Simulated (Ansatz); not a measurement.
hcp Cd, treated with LDA in Ansatz (PAW).

Numerical settings: plane-wave cutoff 520 eV, 24×24×10 k mesh (along the axes of the cell as run), Fermi–Dirac smearing 0.05 eV, scalar-relativistic PAW data made under PBE.

Properties against volume:

Shape and atoms are relaxed at each volume.

```json
[
 {"V (Å³/atom)": "19.260", "P (GPa)": "2.92", "c (Å)": "5.353", "a (Å)": "2.883"},
 {"V (Å³/atom)": "19.661", "P (GPa)": "1.34", "c (Å)": "5.423", "a (Å)": "2.894"},
 {"V (Å³/atom)": "20.063", "P (GPa)": "0.00", "c (Å)": "5.497", "a (Å)": "2.903"},
 {"V (Å³/atom)": "20.464", "P (GPa)": "-1.19", "c (Å)": "5.571", "a (Å)": "2.913"},
 {"V (Å³/atom)": "20.865", "P (GPa)": "-2.19", "c (Å)": "5.646", "a (Å)": "2.921"}
]
```

Note: the bulk modulus comes from volumes at which shape and atoms were relaxed.

Ansatz is a first-principles code.
